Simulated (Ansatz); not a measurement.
Diamond-structure Ge, treated with r²SCAN in Ansatz (PAW).

Settings: plane-wave cutoff 560 eV, 10×10×10 k mesh, Fermi–Dirac smearing 0.01 eV, scalar-relativistic PAW data made under PBE.

Cell (relaxed at this level):

```xyz
2
Lattice="0.0000 2.8373 2.8373 2.8373 0.0000 2.8373 2.8373 2.8373 0.0000" Properties=species:S:1:pos:R:3 pbc="T T T"
Ge     0.0000     0.0000     0.0000
Ge     1.4186     1.4186     1.4186
```

Q: Give the computed bulk modulus, band gap, width of the whole s-p valence band and pressure derivative B′ of the bulk modulus.

A: 
- bulk modulus = 70.8 GPa
- band gap = 0.36 eV (direct)
- width of the whole s-p valence band = 13.23 eV
- pressure derivative B′ of the bulk modulus = 5.1

Measured, for comparison: band gap 0.79 eV (measured zero-point renormalisation of 52 meV added back here; inputs from Miglio et al. (2020), arXiv:2011.12765); bulk modulus 77.3 GPa (low-temperature value with the zero-point effect removed, our sources range from 77.3 to 79.4; as tabulated in Tanner et al. (2021), arXiv:2110.11888). Computed (rounded) less measured: bulk modulus -8 % (-8 % to -11 % over the range).

Spin–orbit coupling is not included.

Cost on a shared machine: very roughly 40 core-seconds.

Ansatz is a first-principles code.
